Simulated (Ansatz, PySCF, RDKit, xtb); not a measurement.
# Which structure has the formula BSiH5?

Task: start from the formula BSiH5, draw up candidate structures, narrow them down in stages, and characterise the one that lies lowest at 298.15 K.

The funnel: GFN2-xTB relaxations, single points with a density functional, relaxations at PBE0-D3(BJ)/def2-SVP, harmonic vibrations, and a last energy at a higher level. All values are calculated.

4 further runs of the same task are left out: 4 set aside as unsound or not needed.

## 1. Possible bonding patterns

A program enumerates the bonding patterns with one Lewis structure each (two rings at most, one unusual centre or charged pair), with their diastereomers. O–O, O–halogen and N–halogen bonds and N–N–N chains are not drawn. That gives 2 candidates.

| label | SMILES | spin |
| --- | --- | --- |
| c066 | B[SiH3] | singlet |
| c563 | [BH3-][SiH2+] | singlet |

Candidates are built by distance geometry, with a force field where one applies, in up to four conformers (letters a to d). 5 starts with atoms placed at random are added, to find patterns that the rules miss.

Q: Predict the outcome of this search (final energies at CCSD(T)/def2-TZVPP).

| quantity | value |
| --- | --- |
| lowest structure found | B[SiH3], singlet, Cs |
| next finalist | [H]1[BH2][SiH2]1 ‡, singlet, 5.2 kcal/mol higher in G |
| share at equilibrium, among the finalists | 100.0 % |
| harmonic wavenumbers, lowest and highest (PBE0-D3(BJ)/def2-SVP) | 85 and 2685 cm⁻¹ |
| rotational constants, same geometry | 2.092, 0.3592, 0.3431 cm⁻¹ |
| dipole moment (PBE0/def2-TZVPD) | 0.36 D |
| HOMO energy (PBE0/def2-TZVPD) | -8.47 eV |
| LUMO energy (PBE0/def2-TZVPD) | -2.49 eV |
| HOMO–LUMO gap (PBE0/def2-TZVPD) | 5.98 eV |
| lowest excitation (TD-B3LYP/def2-SVPD) | 4.24 eV (f = 0.003) |
| strongest of the states computed, same level | 8.30 eV (f = 0.291) |
| lowest triplet excitation, same level, Tamm-Dancoff | 3.42 eV |
| vertical ionisation energy | 10.76 eV |
| vertical electron affinity | 0.66 eV |
| vertical triplet less singlet | +3.30 eV |

The search ends on `B[SiH3]`. Among the finalists first place is clear (5.2 kcal/mol); structures outside the list aren't covered. PBE0-D3(BJ)/def2-SVP, HF/def2-TZVPP and MP2/def2-TZVPP already put its bonding pattern lowest among the structures in one piece. The search is not exhaustive (a finite list of starts, one conformer a finalist), so a lower isomer can't be ruled out. Patterns outside the rules of the enumeration were met only by chance. The lowest isomer need not be the one that is made and kept in a bottle, which depends on barriers.

‡ marks the bonded skeleton alone, with all bonds drawn single: no Lewis structure was assigned that passes a check against the bond lengths.
